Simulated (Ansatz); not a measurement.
`CC(O)=S` + H₂S → `OC(=S)S` + CH₄ at 500 K and 1 bar (substitution at a C–C bond).

Gas-phase electronic energies from Ansatz, PBE0-D4/def2-TZVP geometries. CBS: MP2 limit from def2 TZ/QZ plus the TZ coupled-cluster correction, frozen cores. This one scheme is used for every species. Each species was taken in one conformer, which may not be the lowest.

| species | CCSD(T)/CBS energy (Eh) | H − E (kJ/mol) | S (J/(mol·K)) |
| --- | --- | --- | --- |
| `CC(O)=S` | -551.45551 | 189.3 | 339.6 |
| H₂S | -398.97279 | 57.0 | 224.0 |
| `OC(=S)S` | -909.96425 | 113.8 | 338.0 |
| CH₄ | -40.46206 | 135.6 | 206.8 |

H − E and S are ideal-gas, rigid-rotor, harmonic terms from PBE0-D4/def2-TZVP, for one conformer and one mirror image of each species. 1 Eh = 2625.50 kJ/mol, R = 8.31446 J/(mol·K).

Q: By hand: ΔE, ΔH, ΔS and ΔG.

A: ΔE = (-909.96425) + (-40.46206) − (-551.45551) − (-398.97279) = 0.00199 Eh = 5.2 kJ/mol. Δ(H − E) = 113.8 + 135.6 − 189.3 − 57.0 = 3.1, so ΔH = 8.3 kJ/mol. ΔS = 338.0 + 206.8 − 339.6 − 224.0 = -18.8 J/(mol·K). ΔG = 8.3 − 500 × (-18.8)/1000 = 17.7 kJ/mol.

Q: By hand: the equilibrium constant, and the temperature at which ΔG would vanish if ΔH and ΔS stayed fixed.

A: log₁₀ K = −ΔG/(RT ln 10) = -1.8. ΔH and −TΔS have one sign here, so there is no such temperature.

TΔS isn't small against ΔH here. A doubt of 5 kJ/mol in ΔE shifts log₁₀ K by 0.5 here. Other conformers and mirror images would add mixing entropy, several J/(mol·K) or more a flexible species. These are equilibria of isolated gas molecules and say nothing of rates. Largest T1 diagnostic: 0.017 (customary marks: 0.02 for closed shells, 0.045 for open ones).
